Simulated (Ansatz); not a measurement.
System: propene, C3H6, net charge 0, singlet state. SMILES: C=CC
Geometry from a B3LYP-D3(BJ)/def2-TZVP (Ansatz, a first-principles code) optimisation:
```xyz
9

C      1.2882     0.1370     0.0119
C      0.0047     0.4726     0.0011
H      1.6023    -0.9010     0.0124
H      2.0710     0.8846     0.0207
H     -0.2612     1.5267     0.0011
C     -1.1384    -0.4921    -0.0114
H     -0.7888    -1.5254    -0.0106
H     -1.7831    -0.3471     0.8604
H     -1.7673    -0.3432    -0.8940
```

B3LYP/6-311+G** beside other levels, property by property. Terms: spin-orbit terms left out; frozen cores in correlated levels; atomisation electronic, to ground-state atoms; non-relativistic; dispersion terms only where a functional's name holds one; UHF or UKS for open shells; 6-311+G** with 5d; 6-31G* and kin with 6d, 5d where marked. CBS marks a two-point X^-3 extrapolation of the correlation energy; Hartree-Fock from the larger set. [CCSD(T)-MP2]/basis is that difference in the basis named. Ab initio and DFT rows: single points at B3LYP-D3(BJ) geometries (Ansatz), with unscaled harmonic terms from B3LYP/6-31G* at its own minima, enthalpies of formation by atomisation with measured atoms. A UHF reference is markedly spin-contaminated in at least one set, which strains HF and MP2.

Measured values: Active Thermochemical Tables 1.112 (ions: stationary electron), as tabulated in the package chemicals; Active Thermochemical Tables 1.112 (ions: stationary electron), as tabulated in the package chemicals; G2/97 table in ASE (Curtiss et al.); they hold spin-orbit and core effects, anharmonicity. Coupled cluster (Ansatz) is a level with limits of its own, used here on species with T1 under 0.025 (0.045 for open shells) and stable references: RI-MP2/CBS(aug-cc-pVTZ,aug-cc-pVQZ)+[CCSD(T)-MP2]/aug-cc-pVTZ.

| property | B3LYP/6-311+G** (Ansatz) | HF/STO-3G (Ansatz) | HF/6-31G* (Ansatz) | PBE/def2-TZVPD (Ansatz) | to compare with |
|---|---|---|---|---|---|
| atomisation energy (kcal/mol) | 853.9 | 793.5 | 652.1 | 872.9 | 859.8 coupled cluster |
| enthalpy of formation at 298 K (kcal/mol) | 12.4 | 72.8 | 214.2 | -6.6 | 4.9 measured |
| C-C bond dissociation enthalpy at 298 K, to [CH]=C (C2H3) + [CH3] (CH3) (kcal/mol) | 94.7 | 87.9 | 70.7 | 99.3 | 101.7 measured |

As the rows show:
- atomisation energy: B3LYP/6-311+G** lies 5.9 kcal/mol below coupled cluster.
- enthalpy of formation at 298 K: B3LYP/6-311+G** lies 7.5 kcal/mol above the measured value.
- C-C bond dissociation enthalpy at 298 K, to [CH]=C (C2H3) + [CH3] (CH3): B3LYP/6-311+G** lies 7.0 kcal/mol below the measured value.

The properties are those with a value to compare with, at most eight drawn at random. No case is left out for the size of its miss. Left out are saddle points of the reference geometry, anions that the best level run finds unbound, excited spin states, species near biochemistry, cases with under five habitual levels, runs that failed or whose electronic state is in doubt, and table entries that another table contradicts.
